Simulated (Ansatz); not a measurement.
Geometry optimisation, RKS r2SCAN-D4/6-31G* in Ansatz.

Input file:

```yaml
crystal:
  periodic: [false, false, false]
  atoms:
    - { symbol: B, position_ang: [-0.6929, 0.0886, -0.5111] }
    - { symbol: C, position_ang: [0.5512, -0.0544, 0.3719] }
    - { symbol: F, position_ang: [1.64531, 0.20398, -0.41545] }
    - { symbol: H, position_ang: [-1.4177, -0.7546, -0.6857] }
    - { symbol: H, position_ang: [-0.9576, 1.1683, -1.0525] }
    - { symbol: H, position_ang: [0.61322, -1.08616, 0.80597] }
    - { symbol: H, position_ang: [0.50769, 0.68591, 1.22804] }
basis:
  gaussian: { orbitals: "6-31G*" }
hamiltonian:
  xc: r2scan
  dispersion: d4
relax:
  f_tol: 0.015
  max_steps: 40
```

Launched with:

```bash
$ ansatz run input.yaml --threads 1 --pin off --max-ram 2048MiB --backend cpu --events-out ev --progress --plain --runs-dir out
```

Task: Where does it end, and by what steps?

Result: It converged. After 8 steps the energy has fallen by 0.448 eV; H5 moved furthest, 0.68 Å.

```csv
step,energy less start (eV),largest force component (eV/Å),accepted
0,0.0000,2.549,yes
1,-0.2238,0.741,yes
2,-0.2754,0.724,yes
3,-0.3172,0.704,yes
4,-0.4044,0.508,yes
5,-0.4275,0.235,yes
6,-0.4471,0.046,yes
7,-0.4479,0.034,yes
8,-0.4480,0.009,yes
```

```xyz
7
Properties=species:S:1:pos:R:3
B -0.712 0.126 -0.546
C 0.555 -0.039 0.335
F 1.695 0.619 -0.129
H -1.712 -0.424 -0.179
H -0.708 0.772 -1.552
H 0.790 -1.113 0.450
H 0.341 0.310 1.363
```

Run time: 10 s on 1 thread of Intel(R) Xeon(R) 6975P-C (Granite Rapids), on a shared host, peak memory 0.14 GiB.
